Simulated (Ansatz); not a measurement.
**CH4 with Cl2: structure and interaction energy**

How do CH4 and Cl2 sit together, how strongly do they interact, and which methods get it right?

Computed with Ansatz 0.2.0, Gaussian basis. Level: PBE0-D4 structure, single points in def2-TZVPPD.

Levels: PBE-D4, revPBE-D4, BLYP-D4, r2SCAN-D4, B97M-V, PBE0-D4, B3LYP-D4, HSE06-D4, wB97X-V, wB97M-V, B2PLYP, Hartree-Fock, MP2, CCSD, CCSD(T). The reference is CCSD(T) extrapolated to the basis limit.

Correlated methods freeze the cores. B3LYP uses VWN-RPA correlation. B2PLYP carries no dispersion term here.

176 further runs of the same task are left out: 176 set aside as unsound or not needed.

## (1) Starting geometry

The pair, from a GFN2-xTB docking trial: 7 atoms, charge 0, spin multiplicity 1.

Atoms are counted from 1 here; the program's logs count them from 0.

Bond lengths: C1–H2 1.083 Å, C1–H3 1.083 Å, C1–H4 1.083 Å, C1–H5 1.082 Å, Cl6–Cl7 2.017 Å. Angles: H2–C1–H3 109.5°, H2–C1–H4 109.5°, H2–C1–H5 109.4°, H3–C1–H4 109.4°, H3–C1–H5 109.5°, H4–C1–H5 109.5°.

Coordinates:

```xyz
7
charge 0, multiplicity 1
C     0.0245    0.0783   -1.0450
H     0.4219   -0.8847   -0.7508
H     0.5384    0.4251   -1.9331
H     0.1710    0.7909   -0.2431
H    -1.0331   -0.0176   -1.2541
Cl    0.9400   -0.1012    2.6877
Cl   -1.0626   -0.2908    2.5385
```

Atoms 1 to 5 are fragment A (CH4), the rest fragment B (Cl2).

## (2) A first relaxation in a small basis

pre/in.yaml

```yaml
crystal:
  periodic: [false, false, false]
  atoms:
    - {symbol: C, position_ang: [0.024500, 0.078300, -1.045000]}
    - {symbol: H, position_ang: [0.421900, -0.884700, -0.750800]}
    - {symbol: H, position_ang: [0.538400, 0.425100, -1.933100]}
    - {symbol: H, position_ang: [0.171000, 0.790900, -0.243100]}
    - {symbol: H, position_ang: [-1.033100, -0.017600, -1.254100]}
    - {symbol: Cl, position_ang: [0.940000, -0.101200, 2.687700]}
    - {symbol: Cl, position_ang: [-1.062600, -0.290800, 2.538500]}
basis:
  gaussian: {orbitals: def2-SVP}
hamiltonian: {xc: pbe, dispersion: d4}
relax: {f_tol: 0.03, max_steps: 250}
```

Run with:

```console
$ ansatz run in.yaml --threads 2 --pin off --events-out ev --progress --plain --max-ram 5222MiB
```

After this run come: Relaxation at PBE0-D4; PBE-D4/def2-TZVPPD; r2SCAN-D4/def2-TZVPPD; PBE0-D4/def2-TZVPPD; B3LYP-D4/def2-TZVPPD; wB97X-V/def2-TZVPPD; wB97M-V/def2-TZVPPD; B2PLYP/def2-TZVPPD; BLYP-D4/def2-TZVPPD; revPBE-D4/def2-TZVPPD; B97M-V/def2-TZVPPD; HSE06-D4/def2-TZVPPD; CCSD(T)/def2-TZVPPD; MP2/def2-QZVPPD; Hartree-Fock/STO-3G; PBE-D4/STO-3G; B3LYP-D4/6-31G; SPW92/def2-SVP; PBE-D4/def2-SVP; PBE0-D4/def2-SVP; wB97M-V/def2-SVP; CCSD(T)/def2-SVP; Vibrations of the pair.

**Question.** What will these runs give? Wanted: interaction energy, CCSD(T)/CBS; of it Hartree-Fock; D4 term of PBE0-D4; shortest contact; lowest wavenumber.

The runs gave:

| quantity | value |
| --- | --- |
| interaction energy, CCSD(T)/CBS | -3.09 kJ/mol |
| of it Hartree-Fock (basis limit) | +2.47 kJ/mol |
| D4 term of PBE0-D4 | -3.00 kJ/mol |
| shortest contact | H5–Cl7 3.24 Å |
| lowest wavenumber | 22 cm⁻¹ |

**Reading.** The pair is bound by 3.09 kJ/mol at fixed fragment shapes. Hartree-Fock doesn't bind it at this geometry, so correlation, mostly dispersion, holds it together. Among the functionals PBE0-D4 lands nearest to CCSD(T)/CBS (-0.09 kJ/mol) and B2PLYP farthest (+3.10 kJ/mol). HSE06-D4 is as near within the digits shown. By rung, the mean size of the error is: GGA 0.88, meta-GGA 0.35, hybrid 0.27, screened hybrid 0.09, range-separated hybrid 0.15, double hybrid 3.10 kJ/mol. PBE-D4 gives an interaction energy 0.50 kJ/mol too low, an error of 16 % of the reference. CCSD(T) moves by -0.67 kJ/mol from triple zeta to the limit; gaps between functionals far smaller than that don't rank them. A lower arrangement may exist.
